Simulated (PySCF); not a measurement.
Level of theory: PySCF 2.14.0 with PBE-D3(BJ)/def2-TZVP // TPSS-D3(BJ)/def2-SVP. Isolated molecules, 0 K electronic values unless said otherwise. 

Reference species (SMILES): `S` (neutral, multiplicity 1).

```json
{
  "HOMO–LUMO gap": "5.67 eV",
  "dipole_moment": "1.13 D"
}
```

Changed species: `S(C)C` (free ligand S(CH3)2; the reference has free ligand H2S).

Task: What does the change do to the HOMO–LUMO gap and dipole moment?

Result: the HOMO–LUMO gap drops by 0.71 eV, to 4.96 eV; the dipole moment rises by 0.40 D, to 1.53 D.
